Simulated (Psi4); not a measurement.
# UB2PLYP/def2-TZVPPD (density fitting for correlation) run of N2H (dinitrogen monohydride)

What is the energy change on altering one bond length of N2H (dinitrogen monohydride) at UB2PLYP/def2-TZVPPD (density fitting for correlation)? 

Program for the calculation: Psi4 1.11.

1 further run of the same task is left out (it didn't finish).

## 1. The system as given

N2H: 3 atoms, total charge 0, spin state doublet. As SMILES, `[N]=N`. The coordinates come from a PBE0-D4/def2-TZVP relaxation.

Bond lengths: N1–N2 1.165 Å, N2–H3 1.057 Å. Angles: N1–N2–H3 117.5°.

## 2. A single-point energy at UB2PLYP/def2-TZVPPD (density fitting for correlation)

The input, job.inp:

```
memory 2200 MB

molecule geom {
  0 2
  N      0.710530    -0.606720     0.326180
  N     -0.268660    -0.217710    -0.170100
  H     -0.441870     0.824430    -0.156080
  symmetry c1
  no_reorient
  no_com
}

set globals {
  basis                def2-TZVPPD
  reference            uks
  puream               true
  e_convergence        1e-09
  d_convergence        1e-08
  scf_type             pk
  dft_radial_points    99
  dft_spherical_points 590
  num_frozen_docc      2
  maxiter              100
}

energy('b2plyp')
print_variables()
```

Started as:

```sh
$ psi4 -n 1 job.inp job.out
```

job.out:

```text
[...]
  Running in c1 symmetry.
[...]
  Nuclear repulsion =   27.719687010035415
[...]
  Multiplicity = 2
[...]
  Nalpha       = 8
  Nbeta        = 7
[...]
    Number of basis functions: 91
[...]
   @UKS iter   1:  -109.82660312687446   -5.28882e-01   3.41353e-03 ADIIS/DIIS
[...]
   @UKS iter  15:  -109.87520640810911   -1.13687e-12   3.37989e-09 DIIS
[...]
   @S^2 Observed:                7.626079892E-01
[...]
    Orbital Energies [Eh]
    ---------------------
    Alpha Occupied:
       1A    -14.927647     2A    -14.925791     3A     -1.228502
       4A     -0.780064     5A     -0.588807     6A     -0.518633
       7A     -0.494618     8A     -0.291679
    Alpha Virtual:
       9A      0.017776    10A      0.047973    11A      0.107796
      12A      0.131701    13A      0.157363    14A      0.185732
      15A      0.243700    16A      0.290835    17A      0.305256
      18A      0.310796    19A      0.339609    20A      0.355728
      21A      0.372934    22A      0.436241    23A      0.437461
      24A      0.467780    25A      0.476507    26A      0.514983
[...]
  @UKS Final Energy:  -109.87520640810911
   => Energetics <=
    Nuclear Repulsion Energy =             27.7196870100354147
    One-Electron Energy =                -203.3391666628403414
    Two-Electron Energy =                  72.4879316192217544
    DFT Exchange-Correlation Energy =      -6.7436583745259426
    Empirical Dispersion Energy =           0.0000000000000000
    VV10 Nonlocal Energy =                  0.0000000000000000
    Total Energy =                       -109.8752064081091078
[...]
 Multipole Moments:
 ------------------------------------------------------------------------------------
     Multipole            Electronic (a.u.)      Nuclear  (a.u.)        Total (a.u.)
 ------------------------------------------------------------------------------------
 L = 1.  Multiply by 2.5417464519 to convert [e a0] to [Debye]
 Dipole X            :         -5.2877918            5.0100797           -0.2777121
 Dipole Y            :         10.0410430           -9.3476815            0.6933616
 Dipole Z            :         -1.8494590            1.7696907           -0.0797683
 Magnitude           :                                                    0.7511573
[...]
```

Wall time 9 s (1 thread of AMD EPYC 9R45 (Zen 5), shared host); peak memory 0.77 GiB.

## 3. The distorted shape at the same level

The input, hn2_ase.py:

```python
import numpy as np
from ase.calculators.psi4 import Psi4
from ase import Atoms

a = Atoms(['N', 'N', 'H'], positions=[
    [1.885596, -1.073547, 0.921735],
    [-0.268660, -0.217710, -0.170100],
    [-0.441870, 0.824430, -0.156080],
])
calc = Psi4(atoms=a, method='b2plyp', basis='def2-TZVPPD', memory='2200MB', num_threads=1, charge=0, multiplicity=2, label='calc', reference='uks')
calc.psi4.set_options({'puream': True, 'e_convergence': 1e-09, 'd_convergence': 1e-08, 'scf_type': 'pk', 'dft_radial_points': 99, 'dft_spherical_points': 590, 'num_frozen_docc': 2, 'maxiter': 100})
a.calc = calc

print(f'energy: {a.get_potential_energy():.6f} eV')
```

Started as:

```sh
$ python hn2_ase.py
```

calc.dat:

```text
[...]
  Running in c1 symmetry.
[...]
  Nuclear repulsion =   14.786657050833897
[...]
  Multiplicity = 2
[...]
  Nalpha       = 8
  Nbeta        = 7
[...]
    Number of basis functions: 91
[...]
   @UKS iter   1:  -108.60983995507600   -3.12288e-01   1.25087e-02 ADIIS/DIIS
[...]
   @UKS iter  18:  -109.69701107461096   -1.78915e-11   9.47473e-09 DIIS
[...]
   @S^2 Observed:                2.704381776E+00
[...]
    Orbital Energies [Eh]
    ---------------------
    Alpha Occupied:
       1A    -14.941612     2A    -14.873874     3A     -0.944236
       4A     -0.814738     5A     -0.454381     6A     -0.433156
       7A     -0.432989     8A     -0.403044
    Alpha Virtual:
       9A     -0.024854    10A     -0.017892    11A      0.058982
      12A      0.109306    13A      0.162884    14A      0.193420
      15A      0.195268    16A      0.254201    17A      0.319351
      18A      0.321998    19A      0.326329    20A      0.339308
      21A      0.340077    22A      0.355444    23A      0.357285
      24A      0.385995    25A      0.394870    26A      0.493151
[...]
  @UKS Final Energy:  -109.69701107461096
   => Energetics <=
    Nuclear Repulsion Energy =             14.7866570508338970
    One-Electron Energy =                -178.1026331898410433
    Two-Electron Energy =                  60.2895470526953474
    DFT Exchange-Correlation Energy =      -6.6705819882991531
    Empirical Dispersion Energy =           0.0000000000000000
    VV10 Nonlocal Energy =                  0.0000000000000000
    Total Energy =                       -109.6970110746109413
[...]
 Multipole Moments:
 ------------------------------------------------------------------------------------
     Multipole            Electronic (a.u.)      Nuclear  (a.u.)        Total (a.u.)
 ------------------------------------------------------------------------------------
 L = 1.  Multiply by 2.5417464519 to convert [e a0] to [Debye]
 Dipole X            :          1.0032948           -1.1316903           -0.1283955
 Dipole Y            :         -0.7408160            1.3305609            0.5897450
 Dipole Z            :          0.4727005           -0.4814244           -0.0087239
 Magnitude           :                                                    0.6036229
[...]
```

Standard output:

```text
energy: -2987.097623 eV
```

Wall time 9 s (1 thread of AMD EPYC 9R45 (Zen 5), shared host); peak memory 0.74 GiB.

## 4. Summary of results

Level: UB2PLYP/def2-TZVPPD (density fitting for correlation), 2 core orbitals frozen.

```
                                                                 quantity          value
                                                first shape: total energy  -109.99934 Eh
    first shape: HOMO energy (SCF part's orbitals) (highest over α and β)       -7.94 eV
     first shape: LUMO energy (SCF part's orbitals) (lowest over α and β)        0.11 eV
                                                        first shape: ⟨S²⟩          0.763
                                            distorted shape: total energy  -109.77381 Eh
distorted shape: HOMO energy (SCF part's orbitals) (highest over α and β)      -10.97 eV
 distorted shape: LUMO energy (SCF part's orbitals) (lowest over α and β)       -0.68 eV
                                                    distorted shape: ⟨S²⟩          2.704
        energy change with the N1–N2 bond stretched from 1.165 to 2.562 Å       6.137 eV
```

**Reading.** With the N1–N2 bond stretched from 1.165 to 2.562 Å the energy rises by 6.14 eV (142 kcal/mol). The first shape isn't relaxed at this level, so the change isn't measured from a minimum. ⟨S²⟩ (distorted shape) is 2.70 where a pure doublet has 0.75: the reference is spin-contaminated.
